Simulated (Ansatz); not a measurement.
System: α-phase B. Method: r²SCAN (Ansatz, a quantum-chemistry and plane-wave program, PAW).

Numerical settings: plane-wave cutoff 560 eV, 8×8×8 k mesh, Fermi–Dirac smearing 0.01 eV, scalar-relativistic PAW data made under PBE.

Shape and atoms are relaxed at each volume.

Pressure at four volumes; x = ln(V/7.224 Å³). One pressure is withheld.

```csv
V (Å³/atom),x,P (GPa)
6.935,-0.0408,?
7.080,-0.0201,4.50
7.224,0.0000,0.00
7.513,0.0392,-7.77
```

### Question
Pass a parabola P(x) through the three rows shown, estimate the bulk modulus and its pressure derivative near zero pressure, and predict the withheld pressure.

### Answer
Slopes between the rows: (0.00 − (4.50))/(0.0000 − (-0.0201)) = -223.88 and (-7.77 − (0.00))/(0.0392 − (0.0000)) = -198.21 GPa. Their difference over the span 0.0593 is c = 25.67/0.0593 = 432.9 GPa, so P(x) = 4.50 + (-223.88)(x − (-0.0201)) + 432.9 (x − (-0.0201))(x − (0.0000)). At the middle row B = −dP/dx = −[-223.88 + 432.9 × 0.0201] = 215.2 GPa, and B′ = dB/dP = 2c/B = 4.0. At x = -0.0408 the parabola gives 9.50 GPa; the run gives 9.47 GPa. The Birch–Murnaghan fit to the energies at all volumes has B0 = 214 GPa and B′ = 3.9.

Measured, for comparison: bulk modulus 224 ± 7 GPa (room temperature, not corrected to a static lattice; as tabulated in Cherednichenko and Solozhenko (2017), arXiv:1709.01104). Computed less measured: bulk modulus -4.5 %.
